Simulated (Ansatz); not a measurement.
# C3H3F: functionals against CCSD(T) at one geometry

One table from this session's results is given with a row withheld; the runs are named, their logs left out.

The runs use Ansatz 0.2.0, Gaussian basis; single points in def2-TZVPP.

Cores are frozen in the correlated methods.

**Starting geometry**

SMILES `CC#CF`, 7 atoms, charge 0, spin multiplicity 1.

Atoms are counted from 1 here; the program's logs count them from 0.

Bond lengths: C1–C2 1.475 Å, C1–H5 1.096 Å, C1–H6 1.094 Å, C1–H7 1.074 Å, C2–C3 1.175 Å, C3–F4 1.257 Å. Angles: C2–C1–H5 106.6°, C2–C1–H6 110.7°, C2–C1–H7 109.8°, H5–C1–H6 109.2°, H5–C1–H7 111.0°, H6–C1–H7 109.4°, C1–C2–C3 176.3°, C2–C3–F4 177.9°.

As a file:

```
C    -0.04050    0.98990   -0.06610
C    -0.02030   -0.48220    0.02090
C     0.06740   -1.65060    0.11440
F     0.11580   -2.90290    0.21190
H    -0.14380    1.24010   -1.12780
H    -0.89250    1.39810    0.48460
H     0.87030    1.39060    0.33770
```

Set-up of the first run:

run/in.yaml reads:

```yaml
crystal:
  periodic: [false, false, false]
  atoms:
    - {symbol: C, position_ang: [-0.040500, 0.989900, -0.066100]}
    - {symbol: C, position_ang: [-0.020300, -0.482200, 0.020900]}
    - {symbol: C, position_ang: [0.067400, -1.650600, 0.114400]}
    - {symbol: F, position_ang: [0.115800, -2.902900, 0.211900]}
    - {symbol: H, position_ang: [-0.143800, 1.240100, -1.127800]}
    - {symbol: H, position_ang: [-0.892500, 1.398100, 0.484600]}
    - {symbol: H, position_ang: [0.870300, 1.390600, 0.337700]}
basis:
  gaussian: {orbitals: def2-TZVPP}
correlation: {method: ccsd_t}
output: {forces: true}
```

The command line of these runs was not kept.

Steps of the session up to this table: CCSD(T)/def2-TZVPP; PBE0-D4/def2-TZVPP; wB97M-V/def2-TZVPP; r2SCAN-D4/def2-TZVPP; PBE-D4/def2-TZVPP; revPBE-D4/def2-TZVPP; BHLYP-D4/def2-TZVPP.

One of the session's tables, all rows but one given; the rest of the session is left out.

| method | RMS force component (eV/Å) | angle to CCSD(T) forces (°) | dipole (D) |
| --- | --- | --- | --- |
| CCSD(T) | 0.926 | reference | 1.19 |
| PBE0-D4 | 0.778 | 12.4 | 1.21 |
| wB97M-V | ? | ? | ? |
| r2SCAN-D4 | 0.861 | 9.5 | 1.13 |
| PBE-D4 | 1.082 | 8.7 | 1.07 |
| revPBE-D4 | 1.109 | 7.6 | 1.03 |
| BHLYP-D4 | 0.468 | 35.7 | 1.36 |

**Question.** Estimate the row for wB97M-V.

**Answer.** RMS force component (eV/Å): 0.681; angle to CCSD(T) forces (°): 16.7; dipole (D): 1.20. In the column «RMS force component (eV/Å)» it lies between BHLYP-D4 (0.468) and PBE0-D4 (0.778).
